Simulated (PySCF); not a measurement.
C₃H₇N: full NMR table

- Formula: C3H7N
- SMILES: C/C=N\C
- InChI: InChI=1S/C3H7N/c1-3-4-2/h3H,1-2H3/b4-3-
- Point group of the computed structure: C1
- Degrees of unsaturation: 1
- Carbon signals: 3
- Proton signals: 3

Bonds (- single, = double, # triple, : aromatic): C1-C2 1.499 Å, C2=N3 1.266 Å, N3-C4 1.443 Å. C1 carries H5, H6, H7; C2 carries H8; C4 carries H9, H10, H11. Stereochemistry as in C/C=N\C.

All values are calculated (PySCF): couplings computed with B3LYP/pcJ-1 (spin–dipole term only in couplings to heteroatoms), shielding tensors at CAM-B3LYP/pcSseg-2 (GIAO), geometry from PBE0-D3(BJ)/def2-SVP. Fast rotation and ring inversion assumed for equivalent nuclei, isolated molecule, relativity neglected, a single conformation.

δ = σ(ref) − σ, references computed at the same level: TMS for 1H and 13C; 15N vs NH3.

```tsv
carbon	δC, type	δH (multiplicity, J in Hz)	HMBC from (abs. J ≥ 3 Hz)	span of the C tensor (ppm)
C1	17.4, CH3	1.81 (dq, 6.2, 1.5)	H8	40
C2	176.5, CH	7.78 (qq, 6.2, 2.9)	H9/H10/H11, H5/H6/H7	233
C4	38.6, CH3	3.23 (dq, 2.9, 1.5)	H8	47
```

Other nuclei:
| atoms | nucleus | environment | δ (ppm) | σ (ppm) |
| --- | --- | --- | --- | --- |
| N3 | 15N | imine nitrogen | 381.0 | -119.1 |

Selected couplings (Hz, signed; the shortest-range and largest first, 30 at most; isotopes 13C, 1H, 15N): 1J(C2,H8) 183.4, 1J(C4,H9) 139.4, 1J(C1,H5) 133.0, 1J(C1,C2) 38.7, 1J(C2,N3) -5.8, 1J(N3,C4) 4.4, 2J(N3,H8) -14.8, 2J(C2,C4) -5.1, 2J(C1,N3) 3.2, 3J(C1,C4) 11.3, 3J(H5,H8) 6.2, 3J(N3,H5) -2.3, 4J(H8,H9) -2.9.

- Carbon types of the structure: 1 × CH, 2 × CH3, which accounts for all hydrogens.
- δC 176.5: C=N carbon.
- δC 38.6: methyl carbon bonded to N; the inductive effect lowers its shielding.
- δC 17.4: methyl carbon; saturated and bonded to C and H only.
- δH 3.23: hydrogen on a methyl carbon bonded to N; its carbon carries N, hence the downfield position.
- δH 1.81: hydrogen on a methyl carbon.
- The protons at 1.81 and 7.78 share a coupling of 6.2 Hz (vicinal).

Splittings below 1 Hz are ignored in the labels, and close J values are merged. Unscaled 3J(H,H) at this level run about 10 % above measured values. Shifts are as computed, not scaled to solution data. Of 1211 compounds with measured shifts, 218 miss one by over three times the rms of a fit or turn the order of signals round; such compounds aren't used in these exercises. Experimental scales use liquid or dissolved standards, which lie at an offset from isolated NH3 (liquid NH3: subtract about 20 ppm). Unscaled 15N shifts of sp2 nitrogen come out 20 to 40 ppm too high even then.
